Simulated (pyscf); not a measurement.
H₂N–Si:–Cl (SMILES N[Si]Cl) [singlet] + H₂ (SMILES [H][H]) → :HSi–Cl (SMILES [SiH]Cl) [singlet] + NH₃ (SMILES N) (four-centre exchange; singlet surface; N–Si, H–H broken, H–Si, H–N formed). Structures and frequencies: ωB97X-D3(BJ)/def2-SVP in PySCF. Energies in kJ/mol from the separated reactants.

| level | barrier | reaction energy |
|---|---|---|
| ωB97X-D3(BJ)/def2-TZVP | 144.8 | +119.4 |
| PBE/def2-TZVP | 124.9 | +114.4 |
| r²SCAN/def2-TZVP | … | … |
| B3LYP-D3(BJ)/def2-TZVP | … | +117.2 |
| M06-2X/def2-TZVP | 151.9 | +125.5 |
| ωB97M-D3(BJ)/def2-TZVP | 146.3 | +115.9 |

Problem. Fill in the missing entries.

Solution. 
- r²SCAN/def2-TZVP, barrier: 134.5
- r²SCAN/def2-TZVP, reaction energy: +123.8
- B3LYP-D3(BJ)/def2-TZVP, barrier: 146.8

The functionals in the table span 27.1 kJ/mol in this barrier, from PBE to M06-2X. On the product side the descent ends in an adduct with a N–Si contact (not fully relaxed), 122.4 kJ/mol under the separated species and 147.7 kJ/mol under the saddle at ωB97X-D3(BJ)/def2-TZVP. What is counted as broken (N–Si) persists as a longer contact in the product adduct; parting that adduct is a step of its own. At the saddle there is also a short H–Si contact that neither side keeps. One saddle was located; it need not be the lowest between these sides.
